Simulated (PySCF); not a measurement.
# Bond length, frequency and bond energy of SF by level of theory

State: ²Π (doublet), unpaired electrons π ↑. Set-up: S pcseg-1, F pcseg-1; no relativity (PySCF 2.14). De refers to S + F in their high-spin ground configurations, without counterpoise correction. The functionals are run spin-unrestricted. A positive dipole means S(−)F(+).

| Level | Re (Å) | ωe (cm⁻¹) | De (eV) | μ (D) |
| --- | --- | --- | --- | --- |
| UHF | 1.620 | 872 | 1.06 | -1.63 |
| UHF-MP2 | 1.656 | 804 | 3.05 | n/a |
| UHF-SCS-MP2 | 1.660 | 791 | 2.92 | n/a |
| UHF-CCSD | 1.657 | 800 | 2.70 | n/a |
| UHF-CCSD(T) | 1.663 | 782 | 2.81 | n/a |
| PBE | 1.663 | 780 | 3.82 | -1.02 |
| PW91 | 1.661 | 781 | 3.85 | -1.03 |
| TPSS | 1.661 | 784 | 3.57 | -1.08 |
| r²SCAN | 1.649 | 803 | 3.42 | -1.10 |
| PBE0 | 1.637 | 830 | 3.30 | -1.18 |
| MN15 | 1.623 | 852 | 3.45 | -1.14 |
| LC-ωPBE | 1.629 | 862 | 3.35 | -1.18 |

Q: Which functional lies closest to UHF-CCSD(T) in De, which farthest, and by how much do they differ from it?

A: Closest is PBE0 (-2.6 pm in Re, +6.1 % in ωe, +0.49 eV in De against UHF-CCSD(T) in the same basis), farthest PW91 (-0.2 pm in Re, -0.1 % in ωe, +1.04 eV in De). CCSD(T) converges more slowly with the basis than the functionals do and binds too weakly in this one, so the order can change at the basis-set limit.

Q: What does a quarter of exact exchange do here, going from PBE to PBE0?

A: PBE0 less PBE: -2.6 pm in Re, +6.4 % in ωe, -0.52 eV in De. Exact exchange removes part of the self-interaction that spreads semilocal densities, and in most molecules shortens and stiffens the bond and lowers De; so it does here.

Q: What does second-order correlation do here, going from UHF to UHF-MP2?

A: UHF-MP2 less UHF: +3.6 pm in Re, -7.8 % in ωe, +1.99 eV in De. Correlation nearly always deepens the well. The bond lengthens, as in strong covalent bonds, where excitations into antibonding orbitals dominate.

Correlated steps freeze 6 core orbitals. Correlated levels converge slowly with the basis: in double zeta they bind strong bonds too weakly, by up to about 1 eV, and carry superposition errors of some tenths. The state was picked by a PBE0 search and need not be the measured ground state.

The whole job (state search and all levels along the bond) took about 0.85 min on 1 thread of Arm Neoverse V2 (shared host), peak memory 0.37 GiB.
